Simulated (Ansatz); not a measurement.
Input file:

```yaml
crystal:
  periodic: [false, false, false]
  atoms:
    - {symbol: Mg, position_ang: [0.000000, 0.000000, 0.000000]}
    - {symbol: Mg, position_ang: [0.000000, 0.000000, 7.250000]}
basis:
  gaussian: {orbitals: aug-cc-pVDZ}
total_charge: -1
magnetization: {spin_polarized: true, initial_magnetization: 3}
correlation: {method: ccsd_t, electrons: outside_noble_gas}
output: {forces: true}
```

```sh
$ ansatz run in.yaml --threads 1 --pin off --events-out ev --progress --plain --max-ram 2393MiB
```

Output:

```
526 factors; integrals over basis functions are off by at most 3.1e-4 eV
mean field evaluation 1: about -10857.5356 eV, gradient 4.5e0 eV
mean field evaluation 2: about -10857.5671 eV, gradient 4.5e0 eV
mean field evaluation 4: about -10859.0128 eV, gradient 8.1e-1 eV
mean field evaluation 8: about -10859.0962 eV, gradient 4.6e-2 eV
mean field evaluation 16: about -10859.0966 eV, gradient 2.8e-3 eV
mean field evaluation 32: about -10859.0762 eV, gradient 3.5e-1 eV
mean field evaluation 64: about -10860.6507 eV, gradient 2.4e0 eV
mean field evaluation 96: about -10860.3109 eV, gradient 2.7e-6 eV
mean field evaluation 128: about -10860.4485 eV, gradient 8.9e-1 eV
mean field evaluation 160: about -10860.3996 eV, gradient 6.7e-1 eV
...
cycle  15  -1.26442690 eV  change   6.7e-10 eV  update   1.9e-8
cycle  16  -1.26442689 eV  change    1.9e-9 eV  update   1.4e-8
cycle  17  -1.26442689 eV  change    1.7e-9 eV  update   1.4e-8
cycle  18  -1.26442689 eV  change    1.0e-9 eV  update   1.2e-8
cycle  19  -1.26442689 eV  change   -2.3e-9 eV  update   1.0e-8
cycle  20  -1.26442689 eV  change    1.3e-9 eV  update   9.6e-9
cycle   1  -1.26442694 eV  update   8.7e-8
cycle   2  -1.26442696 eV  change   -2.1e-8 eV  update   3.8e-8
cycle   3  -1.26442696 eV  change   -6.4e-9 eV  update   1.5e-8
cycle   4  -1.26442697 eV  change   -2.5e-9 eV  update   7.4e-9
perturbative correction -0.01004816 eV, -0.0003692632 hartree
the calculation of the forces begins
Total energy: -10862.83791107 eV, -399.2019301357 hartree
Atom 0 at     0.000000     0.000000     0.000000 Å, force    -0.000000     0.000000     0.036771 eV/Å
Atom 1 at     0.000000     0.000000     7.250000 Å, force     0.000000    -0.000000    -0.036771 eV/Å
Dipole moment:    -0.000000     0.000000     3.070947 e Å
```

Forces (eV/Å):
```
Mg   0.000  0.000  0.037
Mg   0.000  0.000 -0.037
```

Ran on 1 thread of Arm Neoverse V1, shared host: 28 s wall, 0.19 GiB peak host memory.
